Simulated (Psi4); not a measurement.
# UMP3/aug-cc-pVDZ run of BHSCl (SMILES S[B]Cl)

What is the vertical ionisation energy of BHSCl at UMP3/aug-cc-pVDZ? 

Program for the calculation: Psi4 1.11.

2 further runs of the same task are left out: 2 set aside as unsound or not needed.

## Step 1: Starting point

BHSCl: 4 atoms, total charge 0, spin state doublet. As SMILES, `S[B]Cl`. The coordinates come from a PBE0-D4/def2-TZVP relaxation.

Bond lengths: S1–B2 1.766 Å, B2–Cl3 1.722 Å, S1–H4 1.344 Å. Angles: S1–B2–Cl3 124.8°, B2–S1–H4 96.3°.

## Step 2: A single-point energy at UMP3/aug-cc-pVDZ

Contents of job.inp:

```
memory 1600 mb

molecule {
  0 2
  S      0.566400    -0.789100     0.531400
  B     -0.299600     0.475700    -0.345800
  Cl    -2.014100     0.616000    -0.427300
  H      1.802900    -0.362900     0.221400
  units angstrom
  symmetry c1
}

set {
  reference       uhf
  puream          true
  e_convergence   1e-09
  d_convergence   1e-08
  scf_type        pk
  num_frozen_docc 11
  maxiter         200
  mp_type         conv
}

energy('mp3/aug-cc-pVDZ')
```

The run is started by

```bash
psi4 -i job.inp -o job.out -n 1
```

job.out:

```text
Psi4 1.11 release

   => Loading Basis Set <=

    Name: AUG-CC-PVDZ
    Role: ORBITAL
    Keyword: BASIS

         ---------------------------------------------------------
                                   SCF
                              UHF Reference
                        1 Threads,   1525 MiB Core
         ---------------------------------------------------------

  ==> Geometry <==

    Molecular point group: c1
    Full point group: C1

    Geometry (in Angstrom), charge = 0, multiplicity = 2:

       Center              X                  Y                   Z               Mass
    ------------   -----------------  -----------------  -----------------  -----------------
         S            1.247814527256    -0.804083129400     0.550854854542    31.972071174400
         B            0.381814527256     0.460716870600    -0.326345145458    11.009305360000
         CL          -1.332685472744     0.601016870600    -0.407845145458    34.968852682000
         H            2.484314527256    -0.377883129400     0.240854854542     1.007825032230

  Running in c1 symmetry.

  Rotational constants: A =      2.36013  B =      0.10210  C =      0.09787 [cm^-1]
  Rotational constants: A =  70755.00361  B =   3060.97904  C =   2934.04729 [MHz]
  Nuclear repulsion =  106.345080196469851

  Charge       = 0
  Multiplicity = 2
  Electrons    = 39
  Nalpha       = 20
  Nbeta        = 19

  ==> Algorithm <==

  SCF Algorithm Type is PK.
  DIIS enabled.
  MOM disabled.
  Fractional occupation disabled.
  Guess Type is SAD.
  Energy threshold   = 1.00e-09
  Density threshold  = 1.00e-08
  Integral threshold = 1.00e-12

  ==> Primary Basis <==

  Basis Set: AUG-CC-PVDZ
    Blend: AUG-CC-PVDZ
    Number of shells: 36
    Number of basis functions: 86
    Number of Cartesian functions: 92
    Spherical Harmonics?: true
    Max angular momentum: 2

  ==> Integral Setup <==

  Using in-core PK algorithm.
   Calculation information:
      Number of atoms:                   4
      Number of AO shells:              36
      Number of primitives:            138
      Number of atomic orbitals:        92
      Number of basis functions:        86

      Integral cutoff                 1.00e-12
      Number of threads:                 1

  Performing in-core PK
  Using 13998822 doubles for integral storage.
  We computed 221206 shell quartets total.
  Whereas there are 222111 unique shell quartets.

  ==> DiskJK: Disk-Based J/K Matrices <==

    J tasked:                  Yes
    K tasked:                  Yes
    wK tasked:                  No
    Memory [MiB]:             1144
    Schwarz Cutoff:          1E-12

  Minimum eigenvalue in the overlap matrix is 8.4940524790E-04.
  Reciprocal condition number of the overlap matrix is 1.3385701377E-04.
    Using symmetric orthogonalization.

  ==> Pre-Iterations <==

  SCF Guess: Superposition of Atomic Densities via on-the-fly atomic UHF (no occupation information).

   -------------------------
    Irrep   Nso     Nmo
   -------------------------
     A         86      86
   -------------------------
    Total      86      86
   -------------------------

  ==> Iterations <==

                        Total Energy        Delta E     RMS |[F,P]|

   @UHF iter SAD:  -881.94060166904694   -8.81941e+02   0.00000e+00
   @UHF iter   1:  -882.28099872069231   -3.40397e-01   2.25647e-03 DIIS/ADIIS
   @UHF iter   2:  -882.31450855976755   -3.35098e-02   7.69684e-04 DIIS/ADIIS
   @UHF iter   3:  -882.31930857813018   -4.80002e-03   3.17451e-04 DIIS/ADIIS
   @UHF iter   4:  -882.32065860835917   -1.35003e-03   9.11793e-05 DIIS
   @UHF iter   5:  -882.32078059451817   -1.21986e-04   4.17666e-05 DIIS
   @UHF iter   6:  -882.32080607520459   -2.54807e-05   1.83536e-05 DIIS
   @UHF iter   7:  -882.32081245006896   -6.37486e-06   8.28336e-06 DIIS
   @UHF iter   8:  -882.32081398174216   -1.53167e-06   3.59539e-06 DIIS
   @UHF iter   9:  -882.32081432805057   -3.46308e-07   1.48937e-06 DIIS
   @UHF iter  10:  -882.32081439015781   -6.21072e-08   5.88618e-07 DIIS
   @UHF iter  11:  -882.32081439897934   -8.82153e-09   2.35229e-07 DIIS
   @UHF iter  12:  -882.32081440031118   -1.33184e-09   9.34933e-08 DIIS
   @UHF iter  13:  -882.32081440050956   -1.98384e-10   3.28659e-08 DIIS
   @UHF iter  14:  -882.32081440053150   -2.19416e-11   1.23805e-08 DIIS
   @UHF iter  15:  -882.32081440053503   -3.52429e-12   5.14713e-09 DIIS
  Energy and wave function converged.

  ==> Post-Iterations <==

   @Spin Contamination Metric:   7.339478736E-03
   @S^2 Expected:                7.500000000E-01
   @S^2 Observed:                7.573394787E-01
   @S   Expected:                5.000000000E-01
   @S   Observed:                5.000000000E-01

    Orbital Energies [Eh]
    ---------------------

    Alpha Occupied:

       1A   -104.851114     2A    -91.984725     3A    -10.579688
       4A     -8.989178     5A     -8.047427     6A     -8.044636
       7A     -8.044047     8A     -7.712784     9A     -6.671526
      10A     -6.670172    11A     -6.667622    12A     -1.139915
      13A     -1.012774    14A     -0.684393    15A     -0.590689
      16A     -0.537519    17A     -0.508640    18A     -0.501898
      19A     -0.409533    20A     -0.347683

    Alpha Virtual:

      21A      0.037787    22A      0.052730    23A      0.054715
      24A      0.056762    25A      0.080470    26A      0.091650
      27A      0.112472    28A      0.139484    29A      0.142667
      30A      0.153052    31A      0.173573    32A      0.176599
      33A      0.182754    34A      0.210782    35A      0.226940
      36A      0.249502    37A      0.282105    38A      0.297194
      39A      0.318481    40A      0.322690    41A      0.372352
      42A      0.412662    43A      0.416721    44A      0.429217
      45A      0.456495    46A      0.477164    47A      0.486580
      48A      0.522357    49A      0.526978    50A      0.531928
      51A      0.541214    52A      0.556415    53A      0.556465
      54A      0.623858    55A      0.645482    56A      0.677062
      57A      0.747652    58A      0.852647    59A      0.881249
      60A      0.938904    61A      0.958472    62A      1.007735
      63A      1.013508    64A      1.040167    65A      1.040194
      66A      1.094306    67A      1.123499    68A      1.149171
      69A      1.169299    70A      1.184689    71A      1.241165
      72A      1.284586    73A      1.332982    74A      1.363379
      75A      1.435986    76A      1.445698    77A      1.457622
      78A      1.480517    79A      1.546610    80A      1.635098
      81A      1.681411    82A      1.742688    83A      1.853543
      84A      1.874524    85A      1.975400    86A      2.385546

    Beta Occupied:

       1A   -104.850317     2A    -91.984529     3A    -10.578772
       4A     -8.988992     5A     -8.046188     6A     -8.044003
       7A     -8.042052     8A     -7.691727     9A     -6.670860
      10A     -6.668725    11A     -6.668464    12A     -1.130561
      13A     -1.005441    14A     -0.658117    15A     -0.567206
      16A     -0.505912    17A     -0.505802    18A     -0.481255
      19A     -0.413513

    Beta Virtual:

      20A      0.029923    21A      0.052815    22A      0.056829
      23A      0.056869    24A      0.070228    25A      0.109494
      26A      0.110247    27A      0.121498    28A      0.141322
      29A      0.150817    30A      0.156361    31A      0.176054
      32A      0.178042    33A      0.183915    34A      0.221684
      35A      0.233241    36A      0.256083    37A      0.288101
      38A      0.317656    39A      0.326973    40A      0.332881
      41A      0.386278    42A      0.418336    43A      0.420802
      44A      0.453188    45A      0.482136    46A      0.486987
      47A      0.500760    48A      0.527011    49A      0.532031
      50A      0.536885    51A      0.547321    52A      0.559681
      53A      0.559947    54A      0.635480    55A      0.658941
      56A      0.682342    57A      0.776667    58A      0.869083
      59A      0.892410    60A      0.940410    61A      0.964009
      62A      1.020860    63A      1.036429    64A      1.059565
      65A      1.060471    66A      1.112840    67A      1.134337
      68A      1.172162    69A      1.177199    70A      1.190183
      71A      1.248574    72A      1.299508    73A      1.341621
      74A      1.374830    75A      1.439248    76A      1.449881
      77A      1.463281    78A      1.486208    79A      1.551374
      80A      1.650975    81A      1.691971    82A      1.753404
      83A      1.862431    84A      1.876692    85A      1.979702
      86A      2.388021

    Final Occupation by Irrep:
              A
    DOCC [    19 ]
    SOCC [     1 ]
    NA   [    20 ]
    NB   [    19 ]

  @UHF Final Energy:  -882.32081440053503

   => Energetics <=

    Nuclear Repulsion Energy =            106.3450801964698513
    One-Electron Energy =               -1429.8333878569244462
    Two-Electron Energy =                 441.1674932599196381
    Total Energy =                       -882.3208144005350277

  UHF NO Occupations:
  HONO-2 :   18  A 1.9987366
  HONO-1 :   19  A 1.9983339
  HONO-0 :   20  A 1.0000000
  LUNO+0 :   21  A 0.0016661
  LUNO+1 :   22  A 0.0012634
  LUNO+2 :   23  A 0.0003124
  LUNO+3 :   24  A 0.0002182

Computation Completed

Properties will be evaluated at   0.000000,   0.000000,   0.000000 [a0]

Properties computed using the SCF density matrix

 Multipole Moments:

 ------------------------------------------------------------------------------------
     Multipole            Electronic (a.u.)      Nuclear  (a.u.)        Total (a.u.)
 ------------------------------------------------------------------------------------

 L = 1.  Multiply by 2.5417464519 to convert [e a0] to [Debye]
 Dipole X            :         -2.6986413            3.2177625            0.5191212
 Dipole Y            :          1.3547731           -1.3650286           -0.0102555
 Dipole Z            :         -0.9226882            0.9249063            0.0022181
 Magnitude           :                                                    0.5192272

 ------------------------------------------------------------------------------------

	total time  =          5 seconds =       0.08 minutes
 MINTS: Wrapper to libmints.

   Calculation information:
      Number of threads:                 1
      Number of atoms:                   4
      Number of AO shells:              36
      Number of SO shells:              36
      Number of primitives:            138
      Number of atomic orbitals:        92
      Number of basis functions:        86

      Number of irreps:                  1
      Integral cutoff                 1.00e-12
      Number of functions per irrep: [  86 ]

 OEINTS: Overlap, kinetic, potential, dipole, and quadrupole integrals
         stored in file 35.

      Computing two-electron integrals...done
      Computed 6800225 non-zero two-electron integrals.
        Stored in file 33.

  Module OCC Options:
  ----------------------------------------------------------------------------
  ACTIVE                        => (empty)
  BASIS_RELATIVISTIC            => (empty)
  BENCH                         => (empty)
  CACHELEVEL                    => (empty)
  CCL_ENERGY                    => (empty)
  CC_MAXITER                    => (empty)
  CC_TYPE                       => (empty)
  CEPA_OS_SCALE                 => (empty)
  CEPA_SOS_SCALE                => (empty)
  CEPA_SS_SCALE                 => (empty)
  CEPA_TYPE                     => (empty)
  CI_TYPE                       => (empty)
  CUBEPROP_BASIS_FUNCTIONS      => (empty)
  CUBEPROP_FILEPATH             => (empty)
  CUBEPROP_ISOCONTOUR_THRESHOLD => (empty)
  CUBEPROP_ORBITALS             => (empty)
  CUBEPROP_TASKS                => (empty)
  CUBIC_BASIS_TOLERANCE         => (empty)
  CUBIC_BLOCK_MAX_POINTS        => (empty)
  CUBIC_GRID_OVERAGE            => (empty)
  CUBIC_GRID_SPACING            => (empty)
  CUTOFF                        => (empty)
  DDX                           => (empty)
  DEBUG                         => (empty)
  DERTYPE                       => (empty)
  DF_BASIS_CC                   => (empty)
  DIE_IF_NOT_CONVERGED          => (empty)
  DIIS_MAX_VECS                 => (empty)
  DIIS_MIN_VECS                 => (empty)
  DKH_ORDER                     => (empty)
  DOCC                          => (empty)
  DO_DIIS                       => (empty)
  DO_LEVEL_SHIFT                => (empty)
  DO_SCS                        => (empty)
  DO_SOS                        => (empty)
  E3_SCALE                      => (empty)
  EA_POLES                      => (empty)
  EKT_EA                        => (empty)
  EKT_IP                        => (empty)
  EP_EA_POLES                   => (empty)
  EP_IP_POLES                   => (empty)
  EP_MAXITER                    => (empty)
  EXTERNAL_POTENTIAL_SYMMETRY   => (empty)
  E_CONVERGENCE                 => 1e-09           !
  FREEZE_CORE                   => (empty)
  FREEZE_CORE_POLICY            => (empty)
  FROZEN_DOCC                   => (empty)
  FROZEN_UOCC                   => (empty)
  INTEGRAL_PACKAGE              => (empty)
  IP_POLES                      => (empty)
  LEVEL_SHIFT                   => (empty)
  LITERAL_CFOUR                 => (empty)
  LS_THC_BASIS_TOLERANCE        => (empty)
  LS_THC_DF                     => (empty)
  LS_THC_PRUNING_SCHEME         => (empty)
  LS_THC_RADIAL_POINTS          => (empty)
  LS_THC_SPHERICAL_POINTS       => (empty)
  LS_THC_S_EPSILON              => (empty)
  LS_THC_WEIGHTS_TOLERANCE      => (empty)
  MAT_NUM_COLUMN_PRINT          => (empty)
  MAX_MOGRAD_CONVERGENCE        => (empty)
  MAX_RADIAL_MOMENT             => (empty)
  MBIS_D_CONVERGENCE            => (empty)
  MBIS_MAXITER                  => (empty)
  MBIS_PRUNING_SCHEME           => (empty)
  MBIS_RADIAL_POINTS            => (empty)
  MBIS_SPHERICAL_POINTS         => (empty)
  MOGRAD_DAMPING                => (empty)
  MOLDEN_WITH_VIRTUAL           => (empty)
  MO_MAXITER                    => (empty)
  MO_READ                       => (empty)
  MO_STEP_MAX                   => (empty)
  MO_WRITE                      => (empty)
  MP2_OS_SCALE                  => (empty)
  MP2_SOS_SCALE                 => (empty)
  MP2_SOS_SCALE2                => (empty)
  MP2_SS_SCALE                  => (empty)
  MP2_TYPE                      => (empty)
  MP_TYPE                       => CONV            !
  NAT_ORBS                      => (empty)
  NUM_FROZEN_DOCC               => 11              !
  NUM_FROZEN_UOCC               => (empty)
  NUM_GPUS                      => (empty)
  OCC_ORBS_PRINT                => (empty)
  OEPROP                        => (empty)
  OPT_METHOD                    => (empty)
  ORBITAL_OPTIMIZER_PACKAGE     => (empty)
  ORB_OPT                       => FALSE           !
  ORB_RESP_SOLVER               => (empty)
  ORTH_TYPE                     => (empty)
  OS_SCALE                      => (empty)
  PARENT_SYMMETRY               => (empty)
  PCG_BETA_TYPE                 => (empty)
  PCG_CONVERGENCE               => (empty)
  PCG_MAXITER                   => (empty)
  PCM                           => (empty)
  PE                            => (empty)
  PRINT                         => (empty)
  PRINT_NOONS                   => (empty)
  PROPERTIES                    => (empty)
  PROPERTIES_ORIGIN             => (empty)
  PUREAM                        => TRUE            !
  QC_MODULE                     => (empty)
  RAS1                          => (empty)
  RAS2                          => (empty)
  RAS3                          => (empty)
  RAS4                          => (empty)
  RELATIVISTIC                  => (empty)
  RELAXED                       => (empty)
  REMP_A                        => (empty)
  RESTRICTED_DOCC               => (empty)
  RESTRICTED_UOCC               => (empty)
  RMS_MOGRAD_CONVERGENCE        => (empty)
  R_CONVERGENCE                 => (empty)
  SCF_TYPE                      => PK              !
  SCREENING                     => (empty)
  SCS_TYPE                      => (empty)
  SOCC                          => (empty)
  SOS_TYPE                      => (empty)
  SPIN_SCALE_TYPE               => NONE            !
  SS_SCALE                      => (empty)
  SYMMETRIZE                    => (empty)
  TPDM_ABCD_TYPE                => (empty)
  WFN                           => (empty)
  WFN_TYPE                      => OMP3            !
  WRITER_FILE_LABEL             => (empty)
  ZORA_BASIS_TOLERANCE          => (empty)
  ZORA_NR_DEBUG                 => (empty)
  ZORA_PRUNING_SCHEME           => (empty)
  ZORA_RADIAL_POINTS            => (empty)
  ZORA_SPHERICAL_POINTS         => (empty)

 ==============================================================================
 ==============================================================================
 ==============================================================================

                             MP3

 ==============================================================================
 ==============================================================================
 ==============================================================================

	MO spaces per irreps...

	IRREP   FC   AOCC  BOCC  AVIR    BVIR  FV
	==========================================
	   A    11     9     8    66     67     0
	==========================================

	Computing MP2 energy using SCF MOs (Canonical MP2)...
	==============================================================================
	Nuclear Repulsion Energy (a.u.)    :   106.34508019646985
	SCF Energy (a.u.)                  :  -882.32081440053503
	REF Energy (a.u.)                  :  -882.32081440053503
	Alpha-Alpha Contribution (a.u.)    :    -0.04950009527236
	Alpha-Beta Contribution (a.u.)     :    -0.25654110072322
	Beta-Beta Contribution (a.u.)      :    -0.04320545638186
	Scaled_SS Correlation Energy (a.u.):    -0.03090185055141
	Scaled_OS Correlation Energy (a.u.):    -0.30784932086787
	SCS-MP2 Total Energy (a.u.)        :  -882.65956557195432
	SOS-MP2 Total Energy (a.u.)        :  -882.65431783147517
	SCSN-MP2 Total Energy (a.u.)       :  -882.48397617144644
	SCS-MP2-VDW Total Energy (a.u.)    :  -882.69553978528791
	SOS-PI-MP2 Total Energy (a.u.)     :  -882.67997194154759
	MP2 Correlation Energy (a.u.)      :    -0.34924665237744
	MP2 Total Energy (a.u.)            :  -882.67006105291250
	==============================================================================

	Computing MP3 energy using SCF MOs (Canonical MP3)...
	==============================================================================
	Nuclear Repulsion Energy (a.u.)    :   106.34508019646985
	SCF Energy (a.u.)                  :  -882.32081440053503
	REF Energy (a.u.)                  :  -882.32081440053503
	Alpha-Alpha Contribution (a.u.)    :    -0.04967680363071
	Alpha-Beta Contribution (a.u.)     :    -0.28797106184205
	Beta-Beta Contribution (a.u.)      :    -0.04277903721628
	MP2.5 Correlation Energy (a.u.)    :    -0.36483677753324
	MP2.5 Total Energy (a.u.)          :  -882.68565117806827
	SCS-MP3 Total Energy (a.u.)        :  -882.66736063453220
	3rd Order Energy (a.u.)            :    -0.03118025031154
	MP3 Correlation Energy (a.u.)      :    -0.38042690268905
	MP3 Total Energy (a.u.)            :  -882.70124130322404
	==============================================================================

	total time  =          7 seconds =       0.12 minutes

    Psi4 run time: 0:00:15.24
```

Wall time 17 s (1 thread of Intel Xeon Platinum 8375C at 2.90GHz (Ice Lake), shared host); peak memory 0.6 GiB.

(Part 1 of 2 ends here.)
